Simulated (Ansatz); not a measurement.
This geometry of C$_{3}$H$_{8}$FN (13 atoms, charge 0, multiplicity 1) is a first-order saddle point.

Theory: RKS B3LYP-D4/STO-3G in Ansatz.

```xyz
13
Properties=species:S:1:pos:R:3
C -1.486 0.177 -1.047
N -0.931 -0.535 0.173
C 0.192 0.325 0.817
C 1.615 -0.299 0.564
F 0.140 1.641 0.336
H -0.725 0.459 -1.804
H -2.008 1.092 -0.723
H -2.219 -0.498 -1.522
H -0.422 -1.378 -0.225
H -0.005 0.331 1.924
H 1.648 -1.321 0.971
H 1.834 -0.332 -0.514
H 2.388 0.304 1.065
```

Problem. Which two structures does it join? (They come from a converged band through this point; their orientation in space is the band's.)

Solution. No bond is made or broken. The dihedral H9–N2–C3–F5 goes from 57 to -178°.

Initial state:

```xyz
13
Properties=species:S:1:pos:R:3
C -1.758 0.257 -0.785
N -0.591 -0.571 -0.282
C 0.425 0.346 0.385
C 1.652 -0.515 0.851
F 0.851 1.390 -0.468
H -1.457 1.109 -1.428
H -2.308 0.656 0.085
H -2.433 -0.401 -1.358
H -0.104 -0.925 -1.158
H -0.088 0.786 1.280
H 1.307 -1.300 1.540
H 2.139 -0.987 -0.015
H 2.386 0.122 1.368
```

Final state:

```xyz
13
Properties=species:S:1:pos:R:3
C -1.087 -0.184 -1.229
N -1.171 -0.274 0.279
C 0.003 0.454 0.939
C 1.446 -0.006 0.479
F -0.154 1.828 0.699
H -0.203 -0.684 -1.675
H -1.066 0.882 -1.509
H -1.997 -0.643 -1.655
H -1.031 -1.298 0.523
H -0.099 0.234 2.036
H 1.547 -1.097 0.587
H 1.628 0.270 -0.569
H 2.205 0.482 1.108
```

Problem. How far does it lie above each of them?

Solution. 5.8 kcal/mol above the first and 2.2 kcal/mol above the second. This is the barrier of this one path; another mechanism may lie lower. Limits of this set-up: minimal basis.

Time of the run: 72 s on 1 thread of Arm Neoverse V2 (shared host), peak memory 0.099 GiB.
